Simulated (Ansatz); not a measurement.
Ansatz (a program for electronic structure) input:

Ansatz 0.2 input:
```yaml
crystal:
  periodic: [false, false, false]
  atoms:
    - {symbol: C, position_ang: [0.24243516, -0.19849135, -1.22253028]}
    - {symbol: C, position_ang: [-0.03825523, -0.01277160, 0.02051421]}
    - {symbol: H, position_ang: [-0.23057535, -0.63963619, -2.07626433]}
    - {symbol: O, position_ang: [-0.12431303, 0.23840173, 1.16104509]}
basis:
  gaussian:
    orbitals: cc-pVTZ
hamiltonian:
  xc: pbe
magnetization: {spin_polarized: true, initial_magnetization: 1}
correlation: {method: rpa, electrons: outside_noble_gas}
```

Q: What final total energy does it print?

A: -151.90735 Eh (RPA@PBE/cc-pVTZ). The basis has 104 functions.

It need not be the lowest isomer of its formula.
